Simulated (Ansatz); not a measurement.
Results of PBE (PAW; Ansatz, a first-principles code) for rhombohedral A7 Sb.

Settings: plane-wave cutoff 520 eV, 16×16×16 k mesh, Fermi–Dirac smearing 0.05 eV, scalar-relativistic PAW data made under PBE.

Properties against volume:

Shape and atoms are relaxed at each volume.

```csv
V (Å³/atom),P (GPa),c (Å),a (Å)
30.578,1.46,11.228,4.344
31.215,0.67,11.375,4.360
31.852,0.01,11.533,4.374
32.489,-0.53,11.705,4.385
33.126,-0.98,11.887,4.394
```

Note: the cell comes from a level without a dispersion term, which matters for the spacing of layers, chains or molecules.
